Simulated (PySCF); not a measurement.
# Vertical excitation energies

Species: C₄H₈.
Atom-mapped SMILES: `[CH2:1]=[C:2]([CH3:3])[CH3:4]` (hydrogens: H5, H6 on C1; H7, H8, H9 on C3; H10, H11, H12 on C4)

Method: PySCF, TDDFT wB97X-D/def2-SVPD, vertical, gas phase, core orbitals frozen in the response. Isolated species at its GFN2-xTB geometry, gas phase.

| state | E (eV) | λ (nm) | ν̃ (cm⁻¹) | f | symmetry | main configurations (H = HOMO, L = LUMO) |
| --- | --- | --- | --- | --- | --- | --- |
| S1 | 7.08 | 175.1 | 57120 | 0.0090 | B1 or B2 | H→L (92%) |
| S2 | 7.42 | 167.0 | 59870 | 0.450 | A1 | H→L+1 (96%) |
| S3 | 8.25 | 150.2 | 66570 | 0.037 | B1 or B2 | H→L+3 (91%) |
| S4 | 8.38 | 148.0 | 67580 | 0.0000 | – | H-1→L+1 (47%), H→L+2 (40%), H→L+5 (11%) |
| S5 | 8.41 | 147.4 | 67840 | 0.0000 | – | H-1→L+1 (48%), H→L+2 (47%) |
| S6 | 8.92 | 139.0 | 71950 | 0.044 | B1 or B2 | H→L+4 (83%) |
| S7 | 9.06 | 136.9 | 73060 | 0.0000 | – | H→L+5 (82%), H→L+2 (11%) |
| S8 | 9.23 | 134.3 | 74480 | 0.0007 | – | H-2→L+1 (92%) |

Triplets, Tamm–Dancoff:

| state | E (eV) | λ (nm) | main configurations (H = HOMO, L = LUMO) |
| --- | --- | --- | --- |
| T1 | 4.60 | 269.7 | H→L+1 (94%) |
| T2 | 7.07 | 175.4 | H→L (92%) |
| T3 | 7.98 | 155.4 | H-1→L+1 (94%) |

The lowest singlet comes at 175 nm (683 kJ/mol) in the vacuum ultraviolet; it is weak; its leading configuration is HOMO→LUMO (92%). The strongest level in the table is S2 at 7.42 eV (167 nm, f = 0.450). Löwdin shares by element: HOMO carbon 85% (atoms not listed hold the other 15%); LUMO carbon 59% (atoms not listed hold the other 41%). Of the 8 states listed, 3 reach f = 0.01 and 3 stay under 0.0005. Orbital energies (eV): HOMO-3 -12.36, HOMO-2 -12.26, HOMO-1 -11.42, HOMO -8.95, LUMO 2.36, LUMO+1 2.42, LUMO+2 3.38. Weighted by f, the mean energy of these states is 7.60 eV. Symmetry labels in C2v follow from the direction of the transition dipole and are given only for states with f of 0.002 or more; B1 and B2 swap with the choice of axes. Singlets were solved by full linear response, triplets in the Tamm–Dancoff approximation.

On Arm Neoverse V1, one thread, shared host, this took 13 s.
